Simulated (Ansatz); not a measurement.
**A geometry optimisation of FHSi2 with PBE0-D4/def2-TZVP**

The starting geometry of this gas-phase triplet was optimised with GFN2-xTB as a singlet.

```xyz
4

F    -0.0975   -0.5978    1.3721
Si    2.2502    0.0196   -0.1332
Si    0.8682    0.7730    1.5113
H     1.9587    1.1850   -1.0673
```

Q: Predict what becomes of its bonds when it is optimised with PBE0-D4/def2-TZVP.

A: It keeps its bonds.

The energy falls by 0.61 eV over 8 steps:

```csv
step,E − E(last) (eV)
1,0.613
2,0.379
3,0.252
4,0.018
5,0.006
6,0.000
7,0.000
8,0.000
```

Final geometry (Å):

```xyz
4

F    -0.0519   -0.6031    1.9300
Si    2.1536   -0.0417   -0.4439
Si    0.5531    0.6197    1.0825
H     2.3249    1.4049   -0.8856
```

Frequencies at the end are all real (lowest 167 cm⁻¹). Open shells are spin-unrestricted. The triplet needn't be the ground state. Run with Ansatz 0.2.0, 18 s on 2 threads of Arm Neoverse V2, on a shared host.
